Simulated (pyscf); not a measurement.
Thermochemistry of product channels of H₃Ge–O–GeH₃ + water (H₂O) on the singlet surface, in kcal/mol, from ωB97M-D3(BJ)/def2-TZVP energies (ideal gas, 1 atm, RRHO with modes under 100 cm⁻¹ raised to 100, one conformer, R ln 2 for chiral ones without a mode under 150 cm⁻¹). Structures and frequencies: ωB97X-D3(BJ)/def2-SVP in PySCF.

```
products                          ΔE  ΔH(298 K)  ΔG(900 K)  ΔG(1200 K)
------------------------------  ----  ---------  ---------  ----------
HO–GeH₂–O–GeH₃ + hydrogen (H₂)  -6.4       -9.0       -3.5        -2.4
HO–GeH₃ + HO–GeH₃               +2.0       +1.8       -2.0        -3.3
```

These are energies of the channels, which say nothing of barriers. Elements up to Kr have no core potential and no relativistic terms here.
